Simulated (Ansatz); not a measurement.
# FHSi: the cost of one run

Program: Ansatz 0.2.0, driven from Python. Level of theory: B3LYP+D3(BJ)/def2-TZVP. These are calculated values, not measurements.

**1. Starting point**

Bond lengths: F1–Si2 1.566 Å, Si2–H3 1.464 Å. Angles: F1–Si2–H3 105.8°.

The script holds or builds the structure itself.

**2. The script**

fhsi.py reads:

```python
"""Vertical and adiabatic ionisation of FHSi."""

import itertools

import ansatz as az
from ase.data import atomic_numbers, covalent_radii
import numpy as np

fhsi = (
    az.Crystal.molecule()
    .atom("F", (-1.1126, 0.0759, -0.609))
    .atom("Si", (0.1728, 0.54, 0.1561))
    .atom("H", (0.9288, -0.6807, 0.4397))
)

calc = (
    fhsi.calculation()
    .basis(gaussian="def2-TZVP")  # atom-centred Gaussian functions
    .functional("b3lyp", dispersion="d3bj")
)
symbols = [site.symbol for site in fhsi.cartesian_sites]
start = np.array([site.position_ang for site in fhsi.cartesian_sites], dtype=float)
report = calc.relax(force_tolerance=0.01, max_steps=100).run(threads=1, pin="off").report
end = np.array(report["positions_ang"])

minimum = az.Crystal.molecule()
for symbol, place in zip(symbols, end):
    minimum = minimum.atom(symbol, place.tolist())
ion = (
    minimum.calculation()
    .basis(gaussian="def2-TZVP")
    .functional("b3lyp", dispersion="d3bj")
    .charge(1)
    .spin("collinear", total=1)  # spin-polarised run
)
vertical = ion.run(threads=1, pin="off").report
settled = ion.relax(force_tolerance=0.01, max_steps=80).run(threads=1, pin="off").report
print(f"vertical ionisation energy   {vertical['free_energy_ev'] - report['free_energy_ev']:.3f} eV")
print(f"adiabatic, no zero point     {settled['free_energy_ev'] - report['free_energy_ev']:.3f} eV")
print(f"relaxation energy of the ion {vertical['free_energy_ev'] - settled['free_energy_ev']:.3f} eV")
ionised = np.array(settled["positions_ang"])
# pairs closer than 1.2 times the sum of covalent radii, before or after
radius = [covalent_radii[atomic_numbers[s]] for s in symbols]
span = lambda where, i, j: np.linalg.norm(where[i] - where[j])
bonded = [(i, j) for i, j in itertools.combinations(range(len(symbols)), 2) if min(span(end, i, j), span(ionised, i, j)) < 1.2 * (radius[i] + radius[j])]
print("pair        before    after (A)")
for i, j in bonded:
    print(f"{symbols[i]}{i}-{symbols[j]}{j}".ljust(10), f"{span(end, i, j):8.4f} {span(ionised, i, j):8.4f}")
```

**3. The calls as engine input**

The package turns the script's settings into the engine's input (first run):

```yaml
crystal:
  periodic: [false, false, false]
  atoms:
    - { symbol: F, position_ang: [-1.1126, 0.0759, -0.609] }
    - { symbol: Si, position_ang: [0.1728, 0.54, 0.1561] }
    - { symbol: H, position_ang: [0.9288, -0.6807, 0.4397] }
basis:
  gaussian:
    orbitals: def2-TZVP
hamiltonian:
  xc: b3lyp
  dispersion: d3bj
relax:
  f_tol: 0.01
  max_steps: 100
```

**4. Running it**

On the command line:

```
python fhsi.py
```

**Question.** How long does this script take on 1 thread of Arm Neoverse V1, shared host, and how much memory does it need?

About 16 s, with a peak of 0.2 GiB.
